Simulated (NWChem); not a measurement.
Correlation energy of ClNa

```
Na
Cl 1 2.3404
```
Charge 0, spin multiplicity 1.

Everything below was run with NWChem. Structure: optimised with B3LYP/def2-SVP, a minimum by its harmonic frequencies.

Basis set: cc-pVQZ. Each correlation energy counts from its own Hartree-Fock reference.

The correlated methods keep 6 core orbitals frozen. The structure started from a generated list of species. Coupled-cluster values serve here as a point of comparison, not as the truth.

Q: For the correlation energy, CR-CCSD(T) gives -260.6 mHa and CR-CCSD[T] gives -260.7 mHa. What do MP2, SCS-MP2, CCSD give?

A: MP2: -235.7 mHa; SCS-MP2: -234.3 mHa; CCSD: -251.6 mHa.
